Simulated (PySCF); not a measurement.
# C5H8O (Methyl cyclopropyl ketone): the cost of one run

The runs use PySCF 2.14.0, with density-fitted response routines of our own; the level of theory stands in each step. All values are computed, except where a source is named. Atoms are numbered from 0 throughout.

**1. The molecule as given**

14 atoms, charge 0, multiplicity 1; geometry from: MMFF94s. The atoms were then displaced at random by about 0.03 Å, so the start is not that level's minimum.

Bonds of the start (Å): C0–C1 1.55, C1–O2 1.21, C1–C3 1.41, C3–C4 1.58, C4–C5 1.46, C5–C3 1.60, C0–H6 1.09, C0–H7 1.03, C0–H8 1.19, C3–H9 1.03, C4–H10 1.14, C4–H11 1.08, C5–H12 1.07, C5–H13 1.08.

**2. Optimising the geometry at PBE0-D3(BJ)/def2-SVP**

Job settings and geometry (Å):

```
{"job": {"xc": "PBE0", "basis": "def2-SVP", "d3": "d3bj", "grid": 1, "shake": 0.03, "kind": "geom"}, "charge": 0, "multiplicity": 1}
C      2.228040    -0.031470    -0.323980
C      0.824670    -0.402610     0.214120
O      0.672870    -1.222220     1.093710
C     -0.256070     0.261110    -0.404570
C     -1.574060     0.548920     0.421530
C     -1.645340    -0.517210    -0.573670
H      2.243540    -0.199400    -1.401330
H      3.019260    -0.466880     0.164880
H      2.290530     1.136130    -0.127190
H     -0.136220     0.961450    -1.150230
H     -1.578280     0.275630     1.526770
H     -2.088350     1.488770     0.270090
H     -1.750060    -1.522810    -0.231190
H     -2.269960    -0.353220    -1.440690
```

Launch:

```console
> OMP_NUM_THREADS=1 python probes_run.py task.json out
```

One launch serves the whole session: the jobs run in the order shown.

Q: Estimate the wall time and peak memory of this first job on 1 thread of Intel Xeon Platinum 8375C at 2.90GHz, shared host.

About 38 s, with a peak of 0.48 GiB.
